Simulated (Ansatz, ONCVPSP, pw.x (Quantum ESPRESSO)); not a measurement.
**Equation-of-state test of one ONCV potential (Si)**

| Property | Result |
| --- | --- |
| Element | silicon |
| Generator | ONCVPSP 4.0.1.1 (patched build) |
| Type | optimised norm-conserving Vanderbilt (ONCV) |
| Functional | PBE |
| Relativity | scalar-relativistic |
| Frozen core | [Ne] |
| Valence charge | 4 |
| Reference configuration | 3s2 3p2 |
| Partial waves | 3s: rc 1.75 bohr, ncon 4, nbas 9, qcut 4.1 1/bohr, 1 projector; 3p: rc 1.60 bohr, ncon 3, nbas 6, qcut 4.6 1/bohr, 2 projectors, debl 1.1 Ha; d scattering state at 0.33 Ha: rc 1.50 bohr, ncon 4, nbas 7, qcut 6.6 1/bohr, 2 projectors, debl 1.2 Ha |
| Local potential | polynomial inside 1.20 bohr (lpopt 5, dvloc0 -1 Ha) |
| Core correction | Teter function, fcfact 4.25, rcfact 1.2 |

Atomic tests: cutoffs needed: 7.4 Ha and 17 Ha (the cutoffs (Ha) at which the residual kinetic energy of the hardest occupied pseudo-wave falls to 1 and 0.1 mHa per electron) The cutoffs count occupied waves only; projector 2 of the p channel, the hardest unoccupied one, needs 32 Ha at the loose tolerance.; ghost test: no bound ghost flagged; GHOST(+) flagged for s at 29.6 eV; largest excitation error: +127 meV (all-electron minus pseudo) for 3s1 3p0, out of 4 test configurations.

Crystal test: diamond Si in pw.x 7.5, no spin, 8³ k-points, Fermi–Dirac smearing 0.01 Ry, cutoffs 50/200 Ry. The reference is all-electron LAPW (Ansatz 0.2.0) with the same functional, mesh and smearing; V0 and B0 come from Birch–Murnaghan fits to the pressures at five volumes. Errors are pseudo minus all-electron; Δ is the rms difference of the E(V) curves that follow from these fits, minima aligned, over ±6 % about the mean V0. Mesh and smearing are coarse, so the numbers serve the comparison and aren't converged zero-temperature values; the lattice is a test structure that the element need not adopt.

| V (Å³/atom) | P all-electron (GPa) | P pseudo (GPa) |
| --- | --- | --- |
| 19.440 | 5.01 | 4.83 |
| 19.951 | 2.31 | 2.16 |
| 20.463 | -0.05 | -0.18 |
| 20.975 | -2.12 | -2.23 |
| 21.486 | -3.93 | -4.02 |

All-electron: a0 = 5.469 Å (V0 = 20.45 Å³/atom), B0 = 88.5 GPa.

Pseudopotential: mean pressure error (GPa): -0.13; a0 (Å): 5.467; a0 error (%): -0.05; B0 error (%): -0.4; Δ (meV/atom): 0.6. The generator flags a localised state at positive energy (s at 30 eV).

Task: At the middle volume, how do free energy and pressure move when the wave cutoff is lowered (ecutrho kept at four times it)?

Result:

```tsv
cutoff (Ry)	shift of F (meV/atom)	shift of P (GPa)
22	+16.4	-0.00
30	+5.9	-0.04
40	+1.4	+0.01
```

The run at the middle volume (29 k-points, 7 iterations) took about 6.6 s on one core of a shared host (Neoverse-V2, 32 threads, 247 GiB, load 13).
